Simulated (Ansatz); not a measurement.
Born–Oppenheimer molecular dynamics of AlCl2 (3 atoms, charge 0, multiplicity 2). It starts from a relaxed structure.

Computed with Ansatz, UKS PBE-D4/def2-SVP.

```yaml
ensemble: NVE (velocity Verlet)
time_step: 8 fs
steps_asked: 40
starting_velocities_drawn_for: 400 K
seed: 128333
```

First frame:

```xyz
3
Properties=species:S:1:pos:R:3
Cl 1.394 0.888 0.851
Al -0.432 0.521 -0.177
Cl -0.973 -1.473 -0.687
```

How far do the bonds stretch over the last three quarters of this one trajectory? (Pairs bonded in most of those frames.)


```tsv
bond	mean (Å)	spread (Å)	shortest	longest
Cl1–Al2	2.132	0.024	2.09	2.18
Al2–Cl3	2.132	0.025	2.08	2.17
```

Mean temperature of the second half: 166 K. The conserved energy stayed within 0.67 meV per atom of its start (net change 0.57 meV per atom), so the integration is sound. A run of 0.32 ps of so small a system gives no equilibrium averages.

Time of the run: 100 s on 1 thread of Arm Neoverse N1, on a shared host, peak memory 0.11 GiB.
